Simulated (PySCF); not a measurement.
## Basis-set dependence of population analyses: 5-methyl-1,3-cyclopentadiene

Species: 5-methyl-1,3-cyclopentadiene, C₆H₈.
Bonds: C1–C2, C2–C3, C3–C4 (double), C4–C5, C5–C6 (double), C2–C6. Hydrogens: H7, H8, H9 on C1; H10 on C2; H11 on C3; H12 on C4; H13 on C5; H14 on C6.

PBE0 throughout (PySCF), one geometry, spherical d and f functions. Isolated species at its PBE0-D3(BJ)/def2-SVP geometry, gas phase. Atoms taken as equivalent share a column and are averaged. The first 7 of 8 kinds of atom are listed.

Mulliken charges (e):

```csv
basis,functions,C1,C2,C3/C6,C4/C5,H7/H8/H9,H10,H11/H14
STO-3G,38,-0.226,-0.072,-0.086,-0.097,+0.083,+0.097,+0.079
6-31G,70,-0.472,-0.300,-0.140,-0.163,+0.170,+0.202,+0.166
6-31G*,100,-0.520,-0.231,-0.157,-0.164,+0.180,+0.197,+0.164
def2-SVP,124,-0.032,-0.133,-0.045,-0.028,+0.047,+0.078,+0.025
"6-311+G(2d,p)",210,-0.636,+0.526,-0.378,-0.073,+0.151,+0.133,+0.107
def2-TZVP,234,-0.396,+0.115,-0.224,-0.118,+0.127,+0.101,+0.121
```

IAO charges (e):

```tsv
basis	functions	C1	C2	C3/C6	C4/C5	H7/H8/H9	H10	H11/H14
STO-3G	38	-0.382	-0.142	-0.137	-0.151	+0.136	+0.155	+0.133
6-31G	70	-0.420	-0.123	-0.165	-0.168	+0.147	+0.165	+0.150
6-31G*	100	-0.401	-0.112	-0.160	-0.161	+0.140	+0.157	+0.143
def2-SVP	124	-0.390	-0.112	-0.157	-0.161	+0.137	+0.158	+0.142
6-311+G(2d,p)	210	-0.413	-0.114	-0.168	-0.169	+0.144	+0.164	+0.150
def2-TZVP	234	-0.413	-0.114	-0.167	-0.169	+0.144	+0.163	+0.150
```

Hirshfeld charges (e):

```tsv
basis	functions	C1	C2	C3/C6	C4/C5	H7/H8/H9	H10	H11/H14
STO-3G	38	-0.033	+0.023	-0.048	-0.043	+0.017	+0.029	+0.028
6-31G	70	-0.095	-0.010	-0.057	-0.062	+0.036	+0.046	+0.047
6-31G*	100	-0.096	-0.013	-0.056	-0.061	+0.036	+0.047	+0.047
def2-SVP	124	-0.108	-0.020	-0.053	-0.060	+0.039	+0.049	+0.046
6-311+G(2d,p)	210	-0.109	-0.038	-0.057	-0.064	+0.043	+0.055	+0.051
def2-TZVP	234	-0.113	-0.034	-0.056	-0.063	+0.043	+0.055	+0.050
```

ESP-fitted charges (e):

```csv
basis,functions,C1,C2,C3/C6,C4/C5,H7/H8/H9,H10,H11/H14
STO-3G,38,-0.486,+0.356,-0.239,-0.084,+0.127,+0.012,+0.106
6-31G,70,-0.513,+0.479,-0.373,-0.121,+0.131,+0.010,+0.168
6-31G*,100,-0.527,+0.521,-0.389,-0.112,+0.132,-0.003,+0.169
def2-SVP,124,-0.469,+0.526,-0.392,-0.106,+0.117,-0.007,+0.164
"6-311+G(2d,p)",210,-0.581,+0.656,-0.458,-0.110,+0.141,-0.025,+0.184
def2-TZVP,234,-0.582,+0.643,-0.445,-0.108,+0.141,-0.024,+0.179
```

Some averages cover members that differ in this geometry, most widely: H7/H8/H9, ESP-fitted in 6-311+G(2d,p) +0.125 to +0.174; H7/H8/H9, ESP-fitted in def2-TZVP +0.125 to +0.173; H7/H8/H9, ESP-fitted in 6-31G* +0.118 to +0.160; H7/H8/H9, ESP-fitted in def2-SVP +0.103 to +0.144 e.

Task: Which scheme is steadiest as the basis changes?

Result: Largest range over the bases for any column: IAO 0.04 e, Hirshfeld 0.08 e, ESP-fitted 0.30 e, Mulliken 0.83 e. IAO charges move least and Mulliken charges most, counted in e. Without the minimal STO-3G basis the ranges are IAO 0.03, Hirshfeld 0.03, ESP-fitted 0.18, Mulliken 0.83 e.

Task: How much do the charges still move between the two largest bases, 6-311+G(2d,p) and def2-TZVP?

Result: At most, over all atoms: Mulliken 0.411 e, IAO 0.001 e, Hirshfeld 0.004 e, ESP-fitted 0.014 e.

Task: What do the same runs give for the total energy, the frontier levels and the dipole moment?

Result: 
```json
{"basis": "STO-3G", "energy (Eh)": "-230.3343", "HOMO (eV)": "-4.34", "LUMO (eV)": "2.40", "μ (D)": "0.59"}
{"basis": "6-31G", "energy (Eh)": "-233.0733", "HOMO (eV)": "-6.04", "LUMO (eV)": "-0.14", "μ (D)": "0.53"}
{"basis": "6-31G*", "energy (Eh)": "-233.1247", "HOMO (eV)": "-5.99", "LUMO (eV)": "-0.15", "μ (D)": "0.46"}
{"basis": "def2-SVP", "energy (Eh)": "-232.9650", "HOMO (eV)": "-6.25", "LUMO (eV)": "-0.45", "μ (D)": "0.53"}
{"basis": "6-311+G(2d,p)", "energy (Eh)": "-233.1922", "HOMO (eV)": "-6.29", "LUMO (eV)": "-0.67", "μ (D)": "0.50"}
{"basis": "def2-TZVP", "energy (Eh)": "-233.2102", "HOMO (eV)": "-6.28", "LUMO (eV)": "-0.59", "μ (D)": "0.49"}
```

The dipole is fixed by the density alone, so its range of 0.13 D shows that the density itself changes with the basis, not only its division among atoms.
